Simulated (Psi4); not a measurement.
**BPH6 (SMILES [BH3-][PH3+]): CCSD/def2-SVPD**

What is the energy change on altering one bond length of BPH6 at CCSD/def2-SVPD? 

The calculation is run with Psi4 1.11.

2 further runs of the same task are left out: 2 set aside as unsound or not needed.

**1. The system as given**

BPH6 has 8 atoms, charge 0, and is taken as a singlet. As SMILES, `[BH3-][PH3+]`. The coordinates come from a PBE0-D4/def2-TZVP relaxation.

Bond lengths: B1–P2 1.910 Å, B1–H3 1.209 Å, B1–H4 1.209 Å, B1–H5 1.209 Å, P2–H6 1.408 Å, P2–H7 1.409 Å, P2–H8 1.408 Å. Some angles: B1–P2–H6 118.0°, B1–P2–H7 118.1°, B1–P2–H8 118.0°, P2–B1–H3 103.8°, P2–B1–H4 103.8°, P2–B1–H5 103.8°, H6–P2–H7 99.7°, H6–P2–H8 99.7°, H7–P2–H8 99.7°, H3–B1–H4 114.5°.

**2. A single-point energy at CCSD/def2-SVPD**

The input, job.json:

```json
{
  "schema_name": "qcschema_input",
  "schema_version": 1,
  "molecule": {
    "schema_name": "qcschema_molecule",
    "schema_version": 2,
    "symbols": ["B", "P", "H", "H", "H", "H", "H", "H"],
    "geometry": [-1.0508767, 0.42934578, -1.72720968, 0.81995217, -0.34317426, 1.26177013, -3.20006222, 0.64836503, -0.98284656, -0.69504127, -1.37987802, -3.07647413, -0.1048798, 2.37009451, -2.47535225, 0.7914173, 1.42806603, 3.24806126, 3.4451597, -0.71866285, 1.03386916, 0.16856357, -2.54205958, 2.61273534],
    "molecular_charge": 0,
    "molecular_multiplicity": 1,
    "fix_symmetry": "c1"
  },
  "driver": "energy",
  "model": {
    "method": "ccsd",
    "basis": "def2-SVPD"
  },
  "keywords": {
    "reference": "rhf",
    "puream": true,
    "e_convergence": 1e-09,
    "d_convergence": 1e-08,
    "scf_type": "pk",
    "num_frozen_docc": 6
  }
}
```

Launch:

```console
$ psi4 --qcschema job.json -n 1 --memory 1600MB
```

stdout:

```text
[...]
  Running in c1 symmetry.
[...]
  Nuclear repulsion =   59.544517167020494
[...]
  Multiplicity = 1
[...]
  Nalpha       = 13
  Nbeta        = 13
[...]
    Number of basis functions: 92
[...]
   @RHF iter   1:  -368.66601184054639   -3.49986e-01   3.31783e-03 ADIIS/DIIS
[...]
   @RHF iter  10:  -368.75627830828091   -2.44427e-12   2.02231e-09 DIIS
[...]
    Orbital Energies [Eh]
    ---------------------
    Doubly Occupied:
       1A    -79.986970     2A     -7.551856     3A     -7.535807
       4A     -5.451910     5A     -5.451910     6A     -5.450604
       7A     -0.922737     8A     -0.689991     9A     -0.585465
      10A     -0.585438    11A     -0.439783    12A     -0.436704
      13A     -0.436690
[...]
  @RHF Final Energy:  -368.75627830828091
   => Energetics <=
    Nuclear Repulsion Energy =             59.5445171670204942
    One-Electron Energy =                -625.5498622062407321
    Two-Electron Energy =                 197.2490667309393757
    Total Energy =                       -368.7562783082809119
[...]
 Multipole Moments:
 ------------------------------------------------------------------------------------
     Multipole            Electronic (a.u.)      Nuclear  (a.u.)        Total (a.u.)
 ------------------------------------------------------------------------------------
 L = 1.  Multiply by 2.5417464519 to convert [e a0] to [Debye]
 Dipole X            :          1.1537989           -0.2562415            0.8975574
 Dipole Y            :         -0.4768310            0.1061634           -0.3706676
 Dipole Z            :          1.8423743           -0.4084037            1.4339706
 Magnitude           :                                                    1.7318416
[...]
      * MP2 total energy                      = -369.015187830834861
[...]
      * CCSD total energy                     = -369.061519143370219
[...]
```

The result, in JSON:

```text
{
 "driver": "energy",
 "model": {
  "method": "ccsd",
  "basis": "def2-SVPD"
 },
 "success": true,
 "return_result": -369.0615191433702,
 "properties": {
  "calcinfo_nbasis": 92,
  "calcinfo_nmo": 92,
  "calcinfo_nalpha": 13,
  "calcinfo_nbeta": 13,
  "calcinfo_natom": 8,
  "nuclear_repulsion_energy": 59.544517167020494,
  "return_energy": -369.0615191433702,
  "scf_one_electron_energy": -625.5498622062407,
  "scf_two_electron_energy": 197.24906673093938,
  "scf_dipole_moment": [0.8975573970274728, -0.37066760683049993, 1.4339705851996416],
  "scf_total_energy": -368.7562783082809,
  "scf_iterations": 10,
  "mp2_same_spin_correlation_energy": -0.04500538710164495,
  "mp2_opposite_spin_correlation_energy": -0.21390413544975764,
  "mp2_singles_energy": -4.5584479598707496e-26,
  "mp2_doubles_energy": -0.2589095225514026,
  "mp2_correlation_energy": -0.2589095225514026,
  "mp2_total_energy": -369.01518783083486,
  "ccsd_same_spin_correlation_energy": -0.0465868057343205,
  "ccsd_opposite_spin_correlation_energy": -0.2586540293524434,
  "ccsd_singles_energy": 0.0,
  "ccsd_doubles_energy": -0.3052408350867639,
  "ccsd_correlation_energy": -0.30524083508676464,
  "ccsd_total_energy": -369.0615191433702,
  "ccsd_iterations": 15
 }
}
```

Run time: 22 s. Hardware: 1 thread of AMD EPYC 7B13 (Zen 3), shared host; peak memory 0.77 GiB.

**3. The distorted shape at the same level**

The input, input.inp:

```
memory 1.6 GB

molecule mol {
  0 1
  B
  P 1 r2
  H 1 r3 2 a3
  H 1 r4 3 a4 2 d4
  H 1 r5 4 a5 3 d5
  H 2 r6 1 a6 4 d6
  H 2 r7 6 a7 1 d7
  H 2 r8 6 a8 7 d8

  r2 = 1.910234
  r3 = 1.209149
  a3 = 103.78266
  r4 = 1.209077
  a4 = 114.50423
  d4 = 112.45937
  r5 = 1.5719
  a5 = 114.50199
  d5 = -135.1166
  r6 = 1.408393
  a6 = 118.03282
  d6 = -179.98103
  r7 = 1.408511
  a7 = 99.69246
  d7 = 129.17104
  r8 = 1.408497
  a8 = 99.69328
  d8 = 101.6758
  units angstrom
  symmetry c1
}

set {
  reference       rhf
  puream          true
  e_convergence   1e-09
  d_convergence   1e-08
  scf_type        pk
  num_frozen_docc 6
}

energy('ccsd/def2-SVPD')
```

Launch:

```console
$ psi4 -i input.inp -o input.out -n 1
```

input.out:

```text
[...]
  Running in c1 symmetry.
[...]
  Nuclear repulsion =   58.646853853512347
[...]
  Multiplicity = 1
[...]
  Nalpha       = 13
  Nbeta        = 13
[...]
    Number of basis functions: 92
[...]
   @RHF iter   1:  -368.64411178456680   -4.43480e-01   3.05607e-03 DIIS/ADIIS
[...]
   @RHF iter  10:  -368.72580703468878   -3.35376e-12   2.51697e-09 DIIS
[...]
    Orbital Energies [Eh]
    ---------------------
    Doubly Occupied:
       1A    -79.993737     2A     -7.574430     3A     -7.558416
       4A     -5.458553     5A     -5.458539     6A     -5.457260
       7A     -0.927692     8A     -0.683156     9A     -0.590000
      10A     -0.588850    11A     -0.449896    12A     -0.449021
      13A     -0.385201
[...]
  @RHF Final Energy:  -368.72580703468878
   => Energetics <=
    Nuclear Repulsion Energy =             58.6468538535123471
    One-Electron Energy =                -623.5958193541481478
    Two-Electron Energy =                 196.2231584659470798
    Total Energy =                       -368.7258070346887280
[...]
 Multipole Moments:
 ------------------------------------------------------------------------------------
     Multipole            Electronic (a.u.)      Nuclear  (a.u.)        Total (a.u.)
 ------------------------------------------------------------------------------------
 L = 1.  Multiply by 2.5417464519 to convert [e a0] to [Debye]
 Dipole X            :         -0.5255143            0.2625342           -0.2629801
 Dipole Y            :          0.3023635           -0.1506596            0.1517039
 Dipole Z            :          2.4182988           -0.5679190            1.8503798
 Magnitude           :                                                    1.8751208
[...]
      * MP2 total energy                      = -368.984624865292176
[...]
      * CCSD total energy                     = -369.032551148028404
[...]
```

Run time: 23 s. Hardware: 1 thread of AMD EPYC 7B13 (Zen 3), shared host; peak memory 0.77 GiB.

**4. What came out**

At CCSD/def2-SVPD, 6 core orbitals frozen:

| quantity | value |
| --- | --- |
| first shape: total energy | -369.06152 Eh |
| first shape: HOMO energy (Hartree–Fock orbitals) | -11.88 eV |
| first shape: LUMO energy (Hartree–Fock orbitals) | 2.15 eV |
| first shape: HOMO–LUMO gap (Hartree–Fock orbitals) | 14.03 eV |
| first shape: correlation energy (6 core orbitals frozen) | -305.2 mEh |
| first shape: T1 diagnostic | 0.011 |
| distorted shape: total energy | -369.03255 Eh |
| distorted shape: HOMO energy (Hartree–Fock orbitals) | -10.48 eV |
| distorted shape: LUMO energy (Hartree–Fock orbitals) | 2.20 eV |
| distorted shape: HOMO–LUMO gap (Hartree–Fock orbitals) | 12.68 eV |
| distorted shape: correlation energy (6 core orbitals frozen) | -306.7 mEh |
| distorted shape: T1 diagnostic | 0.013 |
| energy change with the B1–H5 bond stretched from 1.209 to 1.572 Å | 0.788 eV |

With the B1–H5 bond stretched from 1.209 to 1.572 Å the energy rises by 0.79 eV (76.1 kJ/mol). The first shape isn't relaxed at this level, so the change isn't measured from a minimum.
